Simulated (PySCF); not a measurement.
Core-level binding energies of CF3NH2

Compound: CF3NH2.
Cartesian coordinates in Å at the PBE0-D3(BJ)/def2-SVP level; atoms count from 1:
```xyz
7
CH2F3N angstrom
N      0.7728   -0.3367   -0.3414
C     -0.4153    0.2904    0.0270
F     -1.3507    0.0869   -0.8985
F     -0.2200    1.5993    0.1701
F     -0.9412   -0.1409    1.1964
H      0.6423   -1.3331   -0.4874
H      1.5120   -0.1660    0.3337
```

The calculation used PySCF, delta-SCF UKS SCAN, pcX-2 on the ionised atom, pcseg-1 elsewhere, spin-free X2C. Vertical ΔSCF values, vacuum level as zero.

**Question.** List the computed XPS lines with their assignment.

**Answer.** 
| atom(s) | environment | level | binding energy (eV) | count |
| --- | --- | --- | --- | --- |
| C2 | CF3 carbon | C 1s | 299.31 | 1 |
| N1 | primary amine nitrogen | N 1s | 406.92 | 1 |
| F3/F4/F5 | fluorine of a CF3 group | F 1s | 694.27 | 3 |

**Question.** Express the binding energy of F 1s of F3/F4/F5 in atomic units and per mole.

**Answer.** 694.27 eV = 25.5140 Eh = 66987 kJ/mol.

One atom of each set of topologically equivalent atoms was ionised and stands for the set; in this conformer not all members are related by symmetry, and their own values weren't computed. Geometry: PBE0-D3(BJ)/def2-SVP; no solvent, vibrations or thermal averaging.
